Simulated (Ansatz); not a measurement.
`C#C[O]` radical, relaxed with UKS PBE-D4/def2-SVP in Ansatz from a rough embedded geometry. The force threshold is 0.03 eV/Å; the program also tests the step.

Total charge 0; spin multiplicity 2.

Start:

```xyz
4

C    -0.278    0.437   -0.374
C     0.204   -0.335    0.304
O     0.772   -1.289    1.117
H    -0.698    1.187   -1.047
```

(1) By how much does the energy fall, and how many steps does the optimiser take? (Best estimate.)

(2) Which bonds change most? (Best estimate.)

(3) Give the relaxed structure. (Best estimate.)

Results:

(1) The calculation gave: 38.68 kcal/mol, in 16 steps, 3 of them rejected.

(2) Ansatz gave: C2–O3 from 1.376 to 1.187 Å; C1–C2 from 1.135 to 1.307 Å; C1–H4 from 1.092 to 1.091 Å.

(3) Computed: 
```xyz
4

C    -0.556    0.429   -0.279
C     0.243   -0.396    0.344
O     0.805   -1.197    1.017
H    -0.491    1.164   -1.083
```
